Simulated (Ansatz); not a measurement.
Steps of a relaxation of `C=N/C=C/CF` with RKS PBE-D4/def2-SVP.

```sh
$ ansatz run in.yaml --threads 4 --pin off --events-out ev --progress --plain --max-ram 10444MiB
```

```yaml
crystal:
  periodic: [false, false, false]
  atoms:
    - {symbol: C, position_ang: [-2.385700, 0.629200, 0.740100]}
    - {symbol: N, position_ang: [-1.679400, 0.153300, -0.178200]}
    - {symbol: C, position_ang: [-0.375400, 0.100200, 0.107900]}
    - {symbol: C, position_ang: [0.610300, -0.408400, -0.748400]}
    - {symbol: C, position_ang: [2.005000, -0.529600, -0.522000]}
    - {symbol: F, position_ang: [2.352200, -0.007700, 0.712000]}
    - {symbol: H, position_ang: [-2.046700, 1.061800, 1.702300]}
    - {symbol: H, position_ang: [-3.479700, 0.765300, 0.538900]}
    - {symbol: H, position_ang: [0.018200, 0.496000, 1.121400]}
    - {symbol: H, position_ang: [0.174500, -0.794400, -1.672800]}
    - {symbol: H, position_ang: [2.543200, 0.039100, -1.243800]}
    - {symbol: H, position_ang: [2.340500, -1.560100, -0.523200]}
basis:
  gaussian: {orbitals: def2-SVP}
hamiltonian: {xc: pbe, dispersion: d4}
relax: {f_tol: 0.03, max_steps: 200}
```

Positions (Å) and forces (eV/Å) along the path, 8 of 8 steps:

```xyz
12
step=1 energy=-8434.6437 eV
C    -2.386    0.629    0.740   -3.282    1.421    0.929
N    -1.679    0.153   -0.178    0.020   -0.799   -1.525
C    -0.375    0.100    0.108    5.169   -0.491    0.372
C     0.610   -0.408   -0.748   -4.684    0.595    0.599
C     2.005   -0.530   -0.522    0.835    0.348    1.898
F     2.352   -0.008    0.712    0.261    0.196    0.612
H    -2.047    1.062    1.702    0.443   -0.140    0.238
H    -3.480    0.765    0.539    0.258   -0.186    0.211
H     0.018    0.496    1.121   -0.547   -0.340   -0.956
H     0.174   -0.794   -1.673    0.149   -0.197   -0.563
H     2.543    0.039   -1.244    1.048    0.655   -1.467
H     2.341   -1.560   -0.523    0.330   -1.063   -0.347
12
step=2 energy=-8435.0079 eV
C    -2.425    0.732    0.707   -1.279   -0.749    0.640
N    -1.669    0.197   -0.181   -0.421    0.287   -0.196
C    -0.336    0.124    0.113    2.046   -0.134    0.321
C     0.586   -0.427   -0.737   -1.962    0.367    0.036
C     2.021   -0.535   -0.503    0.609    0.174    0.792
F     2.398   -0.006    0.728   -0.050   -0.019   -0.025
H    -2.102    1.002    1.755    0.169    0.208   -0.469
H    -3.542    0.697    0.558    0.593    0.322   -0.101
H     0.048    0.532    1.091   -0.258   -0.144   -0.313
H     0.167   -0.794   -1.689    0.206   -0.124   -0.124
H     2.579    0.012   -1.280    0.257    0.129   -0.426
H     2.354   -1.590   -0.528    0.091   -0.317   -0.135
12
step=3 energy=-8435.1038 eV
C    -2.467    0.657    0.742   -0.008    0.306   -0.170
N    -1.671    0.179   -0.162   -0.663    0.179    0.532
C    -0.317    0.111    0.132    0.258    0.044    0.293
C     0.571   -0.422   -0.736   -0.312   -0.012   -0.283
C     2.035   -0.524   -0.501    0.339    0.054    0.153
F     2.420   -0.001    0.732   -0.150   -0.103   -0.263
H    -2.113    1.069    1.747   -0.173   -0.350   -0.577
H    -3.571    0.755    0.520    0.710   -0.165    0.128
H     0.055    0.489    1.107   -0.051    0.056    0.056
H     0.165   -0.795   -1.696    0.183   -0.010    0.053
H     2.600    0.018   -1.304   -0.091   -0.060    0.086
H     2.369   -1.591   -0.548   -0.044    0.063   -0.008
12
step=4 energy=-8435.1092 eV
C    -2.481    0.660    0.735   -0.203    0.425    0.467
N    -1.635    0.194   -0.100   -0.436   -0.263   -0.664
C    -0.286    0.123    0.171    0.247    0.075    0.308
C     0.569   -0.407   -0.734   -0.074   -0.018   -0.107
C     2.037   -0.535   -0.515    0.128    0.139    0.113
F     2.430    0.004    0.706   -0.028   -0.109   -0.206
H    -2.204    1.076    1.745   -0.005   -0.138   -0.156
H    -3.566    0.714    0.467    0.347   -0.098    0.028
H     0.110    0.498    1.140   -0.020    0.005    0.032
H     0.155   -0.759   -1.699    0.085   -0.006    0.124
H     2.596   -0.015   -1.334   -0.019   -0.033    0.064
H     2.350   -1.608   -0.547   -0.023    0.021   -0.004
12
step=5 energy=-8435.1333 eV
C    -2.470    0.673    0.733   -0.036    0.097    0.164
N    -1.661    0.188   -0.139   -0.254   -0.029   -0.080
C    -0.307    0.118    0.153    0.207    0.031    0.122
C     0.568   -0.412   -0.733   -0.152    0.002   -0.060
C     2.036   -0.527   -0.508    0.123    0.057    0.136
F     2.424   -0.001    0.718   -0.055   -0.062   -0.146
H    -2.146    1.057    1.741   -0.032   -0.085   -0.204
H    -3.558    0.730    0.501    0.215   -0.024    0.019
H     0.070    0.500    1.127   -0.037    0.011    0.006
H     0.166   -0.787   -1.692    0.067    0.005    0.027
H     2.597    0.003   -1.317   -0.029   -0.013    0.025
H     2.356   -1.597   -0.550   -0.017    0.011   -0.010
12
step=6 energy=-8435.1377 eV
C    -2.458    0.674    0.734    0.007   -0.031   -0.051
N    -1.674    0.169   -0.150   -0.083    0.038   -0.022
C    -0.315    0.110    0.145   -0.025   -0.028    0.000
C     0.563   -0.417   -0.737    0.025   -0.022   -0.038
C     2.031   -0.521   -0.500    0.027    0.012    0.025
F     2.400   -0.003    0.729    0.018   -0.011   -0.016
H    -2.099    1.053    1.720   -0.004    0.045    0.066
H    -3.543    0.746    0.526    0.007   -0.020   -0.004
H     0.044    0.501    1.120    0.041    0.012    0.035
H     0.178   -0.799   -1.698   -0.003   -0.002   -0.003
H     2.592    0.019   -1.302   -0.003    0.007    0.004
H     2.358   -1.588   -0.553   -0.007   -0.001    0.004
12
step=7 energy=-8435.1379 eV
C    -2.462    0.678    0.738    0.025    0.004   -0.002
N    -1.680    0.172   -0.146    0.050   -0.051   -0.059
C    -0.318    0.107    0.140    0.010    0.016    0.004
C     0.564   -0.420   -0.741   -0.050    0.028    0.041
C     2.034   -0.522   -0.499   -0.045    0.011    0.011
F     2.403   -0.011    0.732   -0.008   -0.003   -0.007
H    -2.105    1.070    1.723   -0.002    0.000    0.008
H    -3.547    0.738    0.532   -0.011    0.004    0.000
H     0.048    0.498    1.114    0.021   -0.002    0.016
H     0.186   -0.803   -1.705   -0.003    0.002    0.006
H     2.594    0.026   -1.296    0.006   -0.001   -0.010
H     2.361   -1.588   -0.557    0.007   -0.009   -0.007
12
step=8 energy=-8435.1384 eV
C    -2.461    0.676    0.734   -0.001    0.006    0.008
N    -1.675    0.172   -0.147   -0.007   -0.010   -0.008
C    -0.315    0.110    0.146    0.002    0.006    0.008
C     0.563   -0.417   -0.737    0.011   -0.002   -0.004
C     2.032   -0.522   -0.501    0.002    0.003    0.005
F     2.406   -0.010    0.729   -0.003   -0.005   -0.009
H    -2.108    1.067    1.721   -0.004    0.000   -0.001
H    -3.546    0.735    0.525    0.001    0.001   -0.002
H     0.051    0.499    1.121    0.001    0.000    0.002
H     0.180   -0.798   -1.699    0.000    0.001    0.003
H     2.592    0.022   -1.300   -0.001    0.000    0.000
H     2.357   -1.590   -0.557    0.000    0.000   -0.002
```

Run time 8.5 s (4 threads of an Arm Neoverse V2 on a shared host); peak host memory 0.15 GiB.
